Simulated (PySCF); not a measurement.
Property card for `CC(=S)C(F)F`

Species: C3H4F2S.
Structure used (GFN2-xTB), in Å, numbered top down from 1:
```
atom  x, y, z in Å
C1     1.271    0.188   -0.106
C2    -0.004    0.082    0.636
S3    -0.169    0.263    2.234
C4    -1.227   -0.220   -0.206
F5    -1.398    0.735   -1.154
F6    -1.062   -1.387   -0.880
H7     2.094    0.410    0.566
H8     1.464   -0.747   -0.636
H9     1.189    0.970   -0.864
H10   -2.149   -0.290    0.387
```

Among its groups: thiocarbonyl and C–F bond.

From GFN2-xTB geometry:

```yaml
Point_group_of_the_GFN2-xTB_geometry: Cs
Rotational_constants_A_B_C_of_the_GFN2-xTB_geometry: 4.482, 1.888, 1.753 GHz
```

PBE0/def2-SVPD ground state and vertical TDDFT (core frozen in the response) (PySCF):

```yaml
Dipole_moment: 1.01 D
HOMO_energy: -7.13 eV
LUMO_energy: -2.88 eV
HOMO–LUMO_gap: 4.25 eV
Lowest_singlet_excitation: 2.43 eV (510 nm, f = 0.000)
Strongest_line_among_the_6_lowest_singlet_transitions: S3 at 5.95 eV (208 nm, f = 0.260)
Lowest_triplet_excitation_Tamm–Dancoff: 1.89 eV
Static_isotropic_polarisability: 59.9 au
Electronic_spatial_extent_⟨r²⟩_about_the_centre_of_nuclear_charge: 714 bohr²
```

**PBE0/pcSseg-1 ground state and GIAO shieldings, non-relativistic (PySCF)**

```yaml
Lowest_Hirshfeld_atomic_charge: -0.12 e on C1
Highest_Hirshfeld_atomic_charge: +0.14 e on C4
13C_chemical_shifts_computed_TMS_as_zero_by_class: 266.4 (C2), 121.1 (C4), 36.6 (C1) ppm
1H_chemical_shifts_computed_TMS_as_zero_by_class: 6.21 (H10), 3.37 (H7/H8/H9) ppm
Isotropic_shieldings_of_nuclei_other_than_C_and_H_by_class: 303 (F5/F6), -614 (S3) ppm
Mayer_bond_orders_between_heavy_atoms: C1–C2 1.00, C2–S3 1.92, C2–C4 0.93, C4–F5 0.95, C4–F6 0.95
```

Monoisotopic mass from the formula: 110.0002 u.

The dipole equals about 3.4 × 10⁻³⁰ C·m (1 D = 3.33564 × 10⁻³⁰ C·m). 1 of the 6 computed singlets lies in the visible range (750 to 380 nm, 1.65 to 3.26 eV), with an oscillator strength of 0.000. In wavenumbers S1 is 19600 cm⁻¹ (1 eV = 8065.54 cm⁻¹). The rotational constants make it an asymmetric top with κ = (2B − A − C)/(A − C) = -0.90, nearer the prolate limit (−1). With B = h/(8π²I), that is 505.379 GHz u Å² over I, the principal moments of inertia are 112.8, 267.7 and 288.2 u Å² (most abundant isotopes); the inertial defect Ic − Ia − Ib is -92.3 u Å² (zero for a rigid planar frame, negative otherwise). The largest Löwdin shares of the HOMO are 0.75 on S3, 0.12 on C2 and 0.04 on C1. The polarisability is 8.88 Å³ as a volume (1 au = 0.148185 Å³), or 1.07 au for each of the 56 electrons. The vertical singlet–triplet gap S1 − T1 is 0.54 eV (TDDFT singlet less Tamm–Dancoff triplet; S1: HOMO→LUMO, weight 1.00; T1: HOMO→LUMO, weight 0.99).

One conformer (not necessarily the lowest) at the GFN2-xTB geometry, without solvent or vibrations. NMR classes are plain means over equivalent atoms (diastereotopic ones count apart unless rotation or inversion swaps them), as if these changed places fast; in this geometry the members of some classes differ.
